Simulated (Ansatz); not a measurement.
# CH₅AlO: a ladder of functionals and wavefunction methods

How much do the methods differ for CH₅AlO? The plan is to run it at one geometry with functionals of several rungs and with coupled cluster, and see how far each lands from CCSD(T) at the basis-set limit for the atomisation energy.

Computed with Ansatz 0.2.0, Gaussian basis. Level: functionals in def2-TZVPP, the program's frozen cores in correlated methods.

Levels to be run: LDA (SPW92), PBE-D4, revPBE-D4, BLYP-D4, r2SCAN-D4, B97M-V, PBE0-D4, B3LYP-D4, r2SCANh-D4, r2SCAN0-D4, HSE06-D4, BHLYP-D4, CAM-B3LYP-D4, LC-ωPBE, ωB97X-V, ωB97M-V, B2PLYP, PBE-QIDH; CCSD(T)/def2-SVP; CCSD(T)/def2-TZVPP; CCSD(T)/def2-QZVPP; extrapolation to the limit; RPA on PBE.

## Step 1: Structure used throughout

The geometry comes from an earlier relaxation with PBE0-D4 in a triple-zeta def2 set; it is a stationary point, not always the lowest conformer.

SMILES `[CH3][AlH][OH]`, 8 atoms, charge 0, spin multiplicity 1.

Atoms are counted from 1 here; the program's logs count them from 0.

Bond lengths: C1–Al2 1.941 Å, C1–H4 1.095 Å, C1–H5 1.092 Å, C1–H6 1.095 Å, Al2–O3 1.701 Å, Al2–H7 1.589 Å, O3–H8 0.956 Å. Angles: Al2–C1–H4 111.0°, Al2–C1–H5 111.9°, Al2–C1–H6 111.2°, H4–C1–H5 107.9°, H4–C1–H6 106.4°, H5–C1–H6 108.2°, C1–Al2–O3 117.6°, C1–Al2–H7 124.2°, O3–Al2–H7 118.2°, Al2–O3–H8 122.5°.

## Step 2: LDA

This LDA is Slater exchange with PW92 correlation.

in.yaml reads:

```yaml
crystal:
  periodic: [false, false, false]
  atoms:
    - {symbol: C, position_ang: [-0.777886, 0.982158, -0.070932]}
    - {symbol: Al, position_ang: [0.579722, -0.394157, -0.239890]}
    - {symbol: O, position_ang: [0.544632, -1.676399, 0.876832]}
    - {symbol: H, position_ang: [-0.325105, 1.954535, 0.149280]}
    - {symbol: H, position_ang: [-1.491448, 0.755378, 0.724306]}
    - {symbol: H, position_ang: [-1.335670, 1.104960, -1.004782]}
    - {symbol: H, position_ang: [1.716753, -0.394544, -1.350160]}
    - {symbol: H, position_ang: [1.181201, -2.389131, 0.859547]}
basis:
  gaussian: {orbitals: def2-TZVPP}
hamiltonian: {xc: lda}
output: {orbitals: {seedname: orbitals}}
```

Command:

```console
ansatz run in.yaml --threads 2 --pin off --events-out ev --progress --plain --max-ram 32768MiB --backend cpu
```

The runs that follow: PBE-D4 (GGA); revPBE-D4 (GGA); BLYP-D4 (GGA); r2SCAN-D4 (meta-GGA); B97M-V (meta-GGA); PBE0-D4 (hybrid); B3LYP-D4 (hybrid); r2SCANh-D4 (hybrid); r2SCAN0-D4 (hybrid); HSE06-D4 (hybrid); BHLYP-D4 (hybrid); CAM-B3LYP-D4 (range-separated); LC-ωPBE (range-separated); ωB97X-V (range-separated); ωB97M-V (range-separated); B2PLYP (double hybrid); PBE-QIDH (double hybrid); CCSD(T) in def2-SVP; CCSD(T) in def2-TZVPP; CCSD(T) in def2-QZVPP; RPA on PBE orbitals.

Q: Predict the results of all the runs planned. Wanted: atomisation energy, CCSD(T)/CBS; farthest beyond LDA; mean size of error, GGA; mean size of error, meta-GGA; mean size of error, hybrid; mean size of error, range-separated; mean size of error, double hybrid; gap, smallest and largest; T1 diagnostic.

The runs gave:

| quantity | value |
| --- | --- |
| atomisation energy, CCSD(T)/CBS | 2816.8 kJ/mol |
| functionals within 14.1 kJ/mol (0.5 %) | PBE-D4, r2SCAN-D4, B97M-V, CAM-B3LYP-D4, ωB97X-V, ωB97M-V |
| farthest beyond LDA | BHLYP-D4 (-85.0 kJ/mol) |
| mean size of error, GGA | 29.0 kJ/mol |
| mean size of error, meta-GGA | 5.7 kJ/mol |
| mean size of error, hybrid | 40.0 kJ/mol |
| mean size of error, range-separated | 8.8 kJ/mol |
| mean size of error, double hybrid | 38.4 kJ/mol |
| gap, smallest and largest | 5.30 eV (LDA (SPW92)), 12.31 eV (LC-ωPBE) |
| T1 diagnostic | 0.0114 |
| triples share of the correlation energy | 3.3 % |

LDA overbinds by 328.2 kJ/mol (12 %). PBE-D4 misses by +1.2 kJ/mol. Double hybrids carry the basis error of their MP2 part in triple zeta, and no dispersion term here, so their miss is partly the set-up's. The rungs meta-GGA, range-separated miss on average by less than the doubt on the reference (14.1 kJ/mol), so they tie. The reference freezes the cores and leaves out relativity and excitations past (T), so misses under about 14.1 kJ/mol can't be ranked. Hartree-Fock recovers 74 % of the binding; the rest is correlation. CCSD(T) in def2-SVP is off by -164.4 kJ/mol, which most functionals beat. The gap grows from 5.3 to 12.3 eV across the functionals, mostly with the share of exact exchange.
